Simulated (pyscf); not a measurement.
# Four-centre exchange: GaH₃ (SMILES [GaH3]) + HF (SMILES F) → F–GaH₂ (SMILES [F][GaH2]) + H₂ (SMILES [H][H])

Gas phase, singlet surface, charge 0. Bonds broken: Ga1–H6, H2–F5. Bonds formed: Ga1–F5, H2–H6. Structures and frequencies: ωB97X-D3(BJ)/def2-SVP in PySCF.

Transition state (Å):

```xyz
6

Ga    -1.3556    -0.6747    -0.2005
H     -0.5325     0.9145     0.2639
H     -0.6352    -1.9344     0.3493
H     -2.6220    -0.4883    -1.0776
F      0.0189     0.6683    -0.7532
H     -1.2340     0.6554     0.9783
```

One imaginary mode, 1070i cm⁻¹; descent along it reached the two sides named, in the forms told below.

| bond | change | reactant side (Å) | saddle | product side |
|---|---|---|---|---|
| Ga1–H6 | breaks | 1.584 | 1.781 | 2.543 |
| H2–F5 | breaks | 0.931 | 1.183 | 2.523 |
| Ga1–F5 | forms | 2.278 | 2.000 | 1.766 |
| H2–H6 | forms | 2.406 | 1.034 | 0.763 |

Electronic energies relative to the separated reactants (eV):

| level | barrier | reaction energy | reverse barrier |
|---|---|---|---|
| ωB97X-D3(BJ)/def2-TZVP | 0.09 | -0.93 | 1.01 |
| PBE/def2-TZVP | -0.11 | -0.93 | 0.82 |
| r²SCAN/def2-TZVP | -0.12 | -1.00 | 0.88 |
| B3LYP-D3(BJ)/def2-TZVP | 0.07 | -0.95 | 1.02 |
| PBE0-D3(BJ)/def2-TZVP | 0.03 | -0.85 | 0.87 |
| M06-2X/def2-TZVP | 0.01 | -1.07 | 1.09 |
| ωB97M-D3(BJ)/def2-TZVP | 0.13 | -0.88 | 1.01 |
| HF/def2-TZVP | 0.70 | -0.85 | 1.55 |

With ωB97M-D3(BJ)/def2-TZVP energies and thermal terms (ideal gas, 1 atm, RRHO with modes under 100 cm⁻¹ raised to 100, one conformer, R ln 2 for chiral ones without a mode under 150 cm⁻¹), in eV:

```
T (K)   ΔH‡   ΔG‡     ΔH     ΔG
-----  ----  ----  -----  -----
298    0.10  0.48  -0.95  -0.93
600    0.08  0.88  -0.93  -0.91
900    0.08  1.29  -0.92  -0.90
1200   0.10  1.69  -0.91  -0.90
```

On the reactant side the descent ends in an adduct with a F–Ga contact, 0.32 eV under the separated species and 0.41 eV under the saddle at ωB97X-D3(BJ)/def2-TZVP. At PBE, r²SCAN the saddle lies under the separated reactants, which points to a path from their complex (located at ωB97X-D3(BJ) alone). What is counted as formed (F–Ga) is already present as a longer contact in the reactant adduct; forming that adduct is a step of its own. At the saddle there is also a short Ga–H contact that neither side keeps. One saddle was located; it need not be the lowest between these sides. Elements up to Kr have no core potential and no relativistic terms here.
